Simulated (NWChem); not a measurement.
Species: CHO cation

```xyz
3

C      0.0000     0.0000    -0.5086
O      0.0000     0.0000     0.5958
H      0.0000     0.0000    -1.6198
```
Atoms are numbered in this order, from 1.

STO-3G and 3-21G are far too small for this property and stand as cheap habits. Geometry: optimised at PBE0/def2-SVP.

Problem. List the 4 lowest vertical singlet excitations from CAM-B3LYP/3-21G, TDA (NWChem).

Solution. 
```csv
state,energy (eV),oscillator strength,leading excitation (squared amplitude)
S1,9.72,0.000,HOMO−1 → LUMO+1 (0.50)
S2,10.22,0.000,HOMO−1 → LUMO+1 (0.50)
S3,10.22,0.000,HOMO−1 → LUMO (0.50)
S4,11.69,0.008,HOMO−2 → LUMO+1 (0.97)
```
